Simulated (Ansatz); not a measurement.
Ansatz (a quantum-chemistry and plane-wave program) input (revPBE/def2-TZVPD):

Ansatz 0.2 input:
```yaml
crystal:
  periodic: [false, false, false]
  atoms:
    - {symbol: C, position_ang: [0.03001831, 0.38890657, 0.00079542]}
    - {symbol: C, position_ang: [1.23978496, -0.08731897, -0.00655119]}
    - {symbol: F, position_ang: [-1.07186953, -0.39122524, 0.00452518]}
    - {symbol: H, position_ang: [-0.22543144, 1.44614772, 0.00468087]}
    - {symbol: H, position_ang: [2.25343763, 0.26535385, -0.01087281]}
basis:
  gaussian:
    orbitals: def2-TZVPD
hamiltonian:
  xc: {name: revPBE}
magnetization: {spin_polarized: true, initial_magnetization: 1}
output: {forces: true}
```

End of the output:

```
mean field evaluation 1: about -4816.3174 eV, gradient 3.0e1 eV
mean field evaluation 2: about -4813.2201 eV, gradient 3.7e1 eV
mean field evaluation 4: about -4820.6486 eV, gradient 5.1e0 eV
mean field evaluation 8: about -4820.7530 eV, gradient 1.1e-1 eV
mean field evaluation 16: about -4820.7329 eV, gradient 1.5e-4 eV
mean field -4820.73291950 eV, -177.1586671816 hartree, gradient 4.5e-5 eV, S^2 0.758771; 0 other end points of the search recorded, 0 dependent functions left out
the calculation of the forces begins
reference -4820.73297297 eV, -177.1586691465 hartree; 12, 11 occupied and 120, 121 virtual orbitals, 647 factors
Total energy: -4820.73297297 eV, -177.1586691465 hartree
Atom 0 at     0.030018     0.388907     0.000795 Å, force    -0.236804     0.224969     0.001760 eV/Å
Atom 1 at     1.239785    -0.087319    -0.006551 Å, force     0.526590    -0.343365    -0.003530 eV/Å
Atom 2 at    -1.071870    -0.391225     0.004525 Å, force    -0.529080    -0.328391     0.001904 eV/Å
Atom 3 at    -0.225431     1.446148     0.004681 Å, force    -0.078450     0.363099     0.001287 eV/Å
Atom 4 at     2.253438     0.265354    -0.010873 Å, force     0.317743     0.083688    -0.001420 eV/Å
Dipole moment:     0.223178     0.288155    -0.000438 e Å
```

It need not be the lowest isomer of its formula.
